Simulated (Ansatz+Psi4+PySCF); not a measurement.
# doublet H2O2(+): levels of theory in one basis

```xyz
4

O     0.0031    0.7289   -0.0447
O    -0.0083   -0.7288   -0.0507
H     0.8365    0.8822    0.4126
H    -0.8476   -0.8749    0.4233
```

Basis set: cc-pVTZ (spherical functions). Correlated methods keep 2 orbitals frozen. Correlation on ROHF uses semicanonical orbitals with singles. Charge 1, multiplicity 2.

Computed with Ansatz (development build ahead of 0.2.0); each method stands on the lowest determinant of its kind that the runs found.

| method | E − E(ROHF) (eV) | <S²> of the determinant |
| --- | --- | --- |
| ROHF | 0.00 | 0.75 |
| UHF | -0.22 | 0.81 |
| ROHF-MP2 | -12.10 | – |
| UHF-MP2 | -11.99 | 0.81 |
| ROHF-CCSD | -13.05 | – |
| UHF-CCSD | -13.04 | 0.81 |
| ROHF-CCSD(T) | -13.62 | – |
| UHF-CCSD(T) | -13.61 | 0.81 |
| ROHF-CCSDT | -13.69 | – |
| UHF-CCSDT | -13.69 | 0.81 |

Caution for ROHF-MP2, UHF-MP2, ROHF-CCSD, UHF-CCSD, ROHF-CCSD(T), UHF-CCSD(T), ROHF-CCSDT, UHF-CCSDT: large amplitudes, a single reference is doubtful. Caution for ROHF-MP2, UHF-MP2: MP2 on this radical cation hangs on the determinant chosen. Caution for ROHF-MP2, UHF-MP2, ROHF-CCSD(T), UHF-CCSD(T): another reference gives a lower total.
